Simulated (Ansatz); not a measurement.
Input file:

```yaml
crystal:
  periodic: [false, false, false]
  atoms:
    - {symbol: Al, position_ang: [0.000000, -0.331160, 2.822640]}
    - {symbol: Al, position_ang: [0.000000, 0.331160, -2.822640]}
    - {symbol: H, position_ang: [0.000000, 0.966242, 3.796767]}
    - {symbol: H, position_ang: [0.000000, -0.966242, -3.796767]}
basis:
  gaussian: {orbitals: 6-31G}
magnetization: {spin_polarized: true, initial_magnetization: 0}
correlation: {method: ccsdtq, electrons: outside_noble_gas}
```

```sh
$ ansatz run in.yaml --threads 2 --pin off --events-out ev --progress --plain --max-ram 24576MiB --backend cuda --devices 0, --max-vram 18GiB
```

Question: Roughly how long does this take on 2 threads of AMD EPYC 7R13 with a shared H100 80 GB, shared host, and how much host memory?

Answer: 18 s wall and 0.8 GiB.

```
590 factors; integrals over basis functions are off by at most 6.8e-8 eV
mean field evaluation 1: about -13193.0892 eV, gradient 5.1e0 eV
mean field evaluation 2: about -13193.0902 eV, gradient 5.1e0 eV
mean field evaluation 4: about -13193.5062 eV, gradient 2.8e-1 eV
mean field evaluation 8: about -13193.5072 eV, gradient 8.6e-7 eV
mean field evaluation 16: about -13193.5076 eV, gradient 2.7e-2 eV
mean field evaluation 32: about -13193.5072 eV, gradient 6.8e-3 eV
mean field evaluation 64: about -13193.5078 eV, gradient 6.9e-5 eV
mean field evaluation 96: about -13193.5081 eV, gradient 2.3e-3 eV
mean field evaluation 128: about -13193.5051 eV, gradient 5.9e-2 eV
mean field evaluation 160: about -13193.5072 eV, gradient 2.2e-2 eV
mean field -13193.50776745 eV, -484.8524675731 hartree, gradient 4.5e-10 eV, S^2 0.050974; 11 other end points of the search recorded, 0 dependent functions left out
determinant -13193.50776745 eV, -484.8524675731 hartree, with singles and doubles -13195.99124990 eV, -484.9437338695 hartree
determinant -13193.50771283 eV, -484.8524655656 hartree, with singles and doubles -13195.99131735 eV, -484.9437363483 hartree
determinant -13193.50776745 eV, -484.8524675731 hartree, with singles and doubles -13195.99313297 eV, -484.9438030712 hartree
determinant -13193.50771283 eV, -484.8524655656 hartree, with singles and doubles -13195.99313641 eV, -484.9438031975 hartree
10 core orbitals not correlated: weight in the atoms' cores, before any rotation towards them, 1.000 or more for the frozen orbitals, at most 0.000 for the correlated occupied ones
reference -13193.50771283 eV, -484.8524655656 hartree; 4, 4 occupied and 16, 16 virtual orbitals, 590 factors
second order -1.55271034 eV of doubles, -0.00000000 eV of singles
...
cycle  18  -2.51122898 eV  change   -3.9e-7 eV  update   1.4e-5
cycle  19  -2.51122949 eV  change   -5.0e-7 eV  update   2.4e-5
cycle  20  -2.51122968 eV  change   -1.9e-7 eV  update   3.4e-5
cycle  21  -2.51122961 eV  change    7.1e-8 eV  update   2.8e-5
cycle  22  -2.51122953 eV  change    7.3e-8 eV  update   3.1e-5
cycle  23  -2.51122951 eV  change    2.4e-8 eV  update   2.4e-5
cycle  24  -2.51122948 eV  change    2.8e-8 eV  update   1.0e-5
cycle  25  -2.51122949 eV  change   -4.4e-9 eV  update   2.8e-6
cycle  26  -2.51122948 eV  change    2.3e-9 eV  update   1.3e-6
cycle  27  -2.51122949 eV  change   -3.2e-9 eV  update   4.7e-7
Total energy: -13196.01894231 eV, -484.9447515471 hartree
```
